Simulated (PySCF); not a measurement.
methane (CH4), SMILES C.

The structure is a stationary point at PBE0-D3(BJ)/def2-TZVPD.

All values below come from PBE0/def2-TZVPD (PySCF).

Symmetry labels are those of the subgroup D2 that the program uses (full group Td).

Computed valence orbital energies around the gap with their symmetry:
```json
[
 {"orbital": "HOMO−4", "symmetry": "A", "energy (eV)": "-277.57"},
 {"orbital": "HOMO−3", "symmetry": "A", "energy (eV)": "-19.43"},
 {"orbital": "HOMO−2", "symmetry": "B1", "energy (eV)": "-10.98"},
 {"orbital": "HOMO−1", "symmetry": "B2", "energy (eV)": "-10.98"},
 {"orbital": "HOMO", "symmetry": "B3", "energy (eV)": "-10.98"},
 {"orbital": "LUMO", "symmetry": "A", "energy (eV)": "0.57"},
 {"orbital": "LUMO+1", "symmetry": "B1", "energy (eV)": "2.87"},
 {"orbital": "LUMO+2", "symmetry": "B2", "energy (eV)": "2.87"},
 {"orbital": "LUMO+3", "symmetry": "B3", "energy (eV)": "2.87"}
]
```
